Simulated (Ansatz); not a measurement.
Steps of a relaxation of C2H2FNO (`N=C(F)C=O`) with RKS PBE0-D4/def2-TZVP.

```sh
$ ansatz run in.yaml --threads 2 --pin off --events-out ev --progress --plain --max-ram 4352MiB
```

```yaml
crystal:
  periodic: [false, false, false]
  atoms:
    - {symbol: N, position_ang: [-1.334878, -0.367952, 0.316678]}
    - {symbol: C, position_ang: [-0.136051, 0.037818, 0.374591]}
    - {symbol: F, position_ang: [0.473978, 0.509657, 1.477736]}
    - {symbol: C, position_ang: [0.749361, 0.024299, -0.849050]}
    - {symbol: O, position_ang: [1.902268, 0.394758, -0.843181]}
    - {symbol: H, position_ang: [-1.805743, -0.296263, 1.234973]}
    - {symbol: H, position_ang: [0.212264, -0.370316, -1.757448]}
basis:
  gaussian: {orbitals: def2-TZVP}
hamiltonian: {xc: pbe0, dispersion: d4}
relax: {f_tol: 0.005, max_steps: 150}
```

Positions (Å) and forces (eV/Å) along the path, 7 of 7 steps:

```xyz
7
step=1 energy=-8353.9577 eV
N    -1.335   -0.368    0.317    1.094    0.502    0.599
C    -0.136    0.038    0.375   -0.641   -0.154    0.200
F     0.474    0.510    1.478   -0.401   -0.274   -0.565
C     0.749    0.024   -0.849    0.748    0.169   -0.246
O     1.902    0.395   -0.843   -1.452   -0.460    0.002
H    -1.806   -0.296    1.235    0.270   -0.036   -0.515
H     0.212   -0.370   -1.757    0.382    0.253    0.526
7
step=2 energy=-8354.0021 eV
N    -1.320   -0.364    0.316    0.197    0.135    0.259
C    -0.136    0.038    0.373   -0.042   -0.010    0.086
F     0.466    0.505    1.471   -0.149   -0.105   -0.236
C     0.742    0.021   -0.846    0.024    0.017   -0.065
O     1.881    0.390   -0.840   -0.169   -0.064   -0.011
H    -1.788   -0.292    1.224    0.040   -0.032   -0.181
H     0.217   -0.365   -1.744    0.100    0.059    0.148
7
step=3 energy=-8354.0047 eV
N    -1.317   -0.360    0.317    0.006    0.003    0.047
C    -0.135    0.037    0.373    0.032    0.072   -0.012
F     0.464    0.500    1.467   -0.010   -0.019   -0.023
C     0.739    0.027   -0.846   -0.016   -0.120    0.031
O     1.877    0.389   -0.840    0.029    0.047   -0.009
H    -1.786   -0.293    1.220   -0.033   -0.018   -0.018
H     0.220   -0.368   -1.737   -0.008    0.034   -0.017
7
step=4 energy=-8354.0052 eV
N    -1.315   -0.359    0.319    0.008    0.004    0.008
C    -0.132    0.038    0.375   -0.064   -0.023   -0.009
F     0.466    0.501    1.468    0.027    0.006   -0.011
C     0.740    0.021   -0.846    0.051    0.029    0.051
O     1.876    0.391   -0.842   -0.010   -0.006   -0.012
H    -1.792   -0.294    1.218    0.006   -0.001   -0.013
H     0.219   -0.367   -1.738   -0.017   -0.009   -0.013
7
step=5 energy=-8354.0053 eV
N    -1.315   -0.359    0.320   -0.041   -0.011    0.008
C    -0.134    0.038    0.375    0.052    0.017    0.000
F     0.469    0.501    1.466   -0.014   -0.005   -0.002
C     0.740    0.022   -0.845    0.003   -0.001   -0.007
O     1.877    0.392   -0.842   -0.009   -0.002    0.005
H    -1.795   -0.295    1.217    0.010    0.002   -0.007
H     0.219   -0.367   -1.737   -0.001    0.000    0.003
7
step=6 energy=-8354.0053 eV
N    -1.315   -0.360    0.320    0.006    0.001   -0.003
C    -0.133    0.038    0.375   -0.003   -0.001   -0.001
F     0.468    0.501    1.466   -0.001   -0.001    0.000
C     0.740    0.022   -0.845   -0.003   -0.001    0.000
O     1.877    0.391   -0.842    0.003    0.001    0.001
H    -1.793   -0.294    1.218   -0.001    0.001    0.003
H     0.219   -0.367   -1.737   -0.001    0.000    0.001
7
step=7 energy=-8354.0053 eV
N    -1.315   -0.360    0.320   -0.001    0.002    0.000
C    -0.133    0.038    0.375    0.001   -0.001    0.000
F     0.468    0.501    1.466    0.000    0.001    0.000
C     0.740    0.022   -0.845    0.000   -0.001    0.000
O     1.877    0.391   -0.842    0.000    0.000    0.000
H    -1.793   -0.294    1.218    0.001   -0.001    0.000
H     0.219   -0.367   -1.737    0.000    0.000    0.000
```

Hardware: 2 threads of an Arm Neoverse V1 on a shared host. Wall time 26 s, peak host memory 0.31 GiB.
